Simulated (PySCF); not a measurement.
Cartesian coordinates (Å):
```xyz
1

Cl     0.0000     0.0000     0.0000
```
Charge 0, spin multiplicity 2.

### Question
What total energy, dipole moment and highest occupied spin orbital does TPSSh-D3(BJ)/def2-TZVP in PySCF 2.14.0 give?

### Answer

The total energy is -460.1642 Ha, the dipole moment is 0.00 D and the highest occupied spin orbital comes out as -8.78 eV.
